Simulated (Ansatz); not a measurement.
Geometry optimisation, UKS PBE-D4/cc-pVDZ in Ansatz 0.2.0.

The input (input.yaml):

```yaml
crystal:
  periodic: [false, false, false]
  atoms:
    - { symbol: B, position_ang: [0.0, 0.0, -0.363569] }
    - { symbol: H, position_ang: [0.0, 0.0, 2.017213] }
    - { symbol: H, position_ang: [1.118072, 0.0, -0.831558] }
    - { symbol: H, position_ang: [-1.118072, 0.0, -0.831558] }
    - { symbol: Cl, position_ang: [0.0, 0.0, 3.369472] }
magnetization:
  spin_polarized: true
  initial_magnetization: 1
basis:
  gaussian: { orbitals: cc-pVDZ }
hamiltonian:
  xc: pbe
  dispersion: d4
relax:
  f_tol: 0.03
  max_steps: 50
output:
  orbitals: {}
```

Launched with:

```bash
$ ansatz run input.yaml --threads 1 --pin off --max-ram 2048MiB --backend cpu --events-out ev --progress --plain --runs-dir out
```

Question: Where does it end, and by what steps?

Answer: The run converged. After 8 steps the energy has fallen by 0.336 eV; H2 moved furthest, 0.67 Å. Joined: B1–H2 (2.38 → 1.33 Å).

```tsv
step	energy less start (eV)	largest force component (eV/Å)	accepted
0	0.0000	0.635	yes
1	-0.0821	0.444	yes
2	-0.1408	1.284	yes
3	-0.2103	0.957	yes
4	-0.2794	1.075	yes
5	-0.3304	0.212	yes
6	-0.3357	0.071	yes
7	-0.3361	0.053	yes
8	-0.3363	0.005	yes
```

```xyz
5
Properties=species:S:1:pos:R:3
B 0.000 0.000 0.015
H 0.000 0.000 1.347
H 1.094 0.000 -0.499
H -1.094 0.000 -0.499
Cl 0.000 0.000 2.996
```

Run time: 14 s on 1 thread of Arm Neoverse V1 (shared host), peak memory 0.11 GiB.
